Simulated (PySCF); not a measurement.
The electron affinity along group 14

All values are computed (PySCF 2.14, energy differences of UHF-based or UKS calculations, no spin-orbit coupling). Values in eV. The last column holds reference values (measured affinities from photodetachment; the arrow runs from anion to atom). Unmarked ones compare directly (S terms, centres of terms, or small fine structure); those marked * lie between the lowest fine-structure levels and include a spin-orbit shift.

```json
{"element": "C (aug-cc-pVTZ with one added diffuse shell each of s, p, d, f type, non-relativistic)", "configurations": "[He] 2s2 2p3 → [He] 2s2 2p2", "UHF": "0.453", "PBE0": "1.428", "MP2 (valence)": "1.268", "SCS-MP2 (valence)": "0.977", "CCSD (valence)": "1.152", "CCSD(T) (valence)": "1.224", "reference": "1.262"}
{"element": "Si (aug-cc-pV(T+d)Z with one added diffuse shell each of s, p, d, f type, non-relativistic)", "configurations": "[Ne] 3s2 3p3 → [Ne] 3s2 3p2", "UHF": "0.853", "PBE0": "1.465", "MP2 (valence)": "1.391", "SCS-MP2 (valence)": "1.209", "CCSD (valence)": "1.328", "CCSD(T) (valence)": "1.389", "reference": "1.390 *"}
{"element": "Ge (aug-cc-pVTZ-PP with one added diffuse shell each of s, d, f type with ECP10MDF, ECP)", "configurations": "[Ar] 3d10 4s2 4p3 → [Ar] 3d10 4s2 4p2", "UHF": "0.837", "PBE0": "1.366", "MP2 (valence)": "1.304", "SCS-MP2 (valence)": "1.137", "CCSD (valence)": "1.276", "CCSD(T) (valence)": "1.325", "reference": "1.233 *"}
{"element": "Sn (aug-cc-pVTZ-PP with one added diffuse shell each of d, f type with ECP28MDF, ECP)", "configurations": "[Kr] 4d10 5s2 5p3 → [Kr] 4d10 5s2 5p2", "UHF": "0.958", "PBE0": "1.409", "MP2 (valence)": "1.363", "SCS-MP2 (valence)": "1.223", "CCSD (valence)": "1.348", "CCSD(T) (valence)": "1.391", "reference": "1.112 *"}
{"element": "Pb (aug-cc-pVTZ-PP with one added diffuse shell each of d, f type with ECP60MDF, ECP)", "configurations": "[Xe] 4f14 5d10 6s2 6p3 → [Xe] 4f14 5d10 6s2 6p2", "UHF": "0.872", "PBE0": "1.305", "MP2 (valence)": "1.222", "SCS-MP2 (valence)": "1.086", "CCSD (valence)": "1.235", "CCSD(T) (valence)": "1.268", "reference": "0.357 *"}
```

The highest occupied level of the anion is positive for C⁻ at PBE0; Si⁻ at PBE0; Ge⁻ at PBE0; Sn⁻ at PBE0; Pb⁻ at PBE0, so there the basis helps to hold the electron.

For Pb a determinant mixes LS terms or the coupling is close to jj, so these rows are model values.

"Valence" correlates the outer s and p shells and, in groups 3 to 12 and the f block, the outer d or f shell, open or full, or the next shell where the ion has no valence electron left; the wider scheme adds the next inner shell.
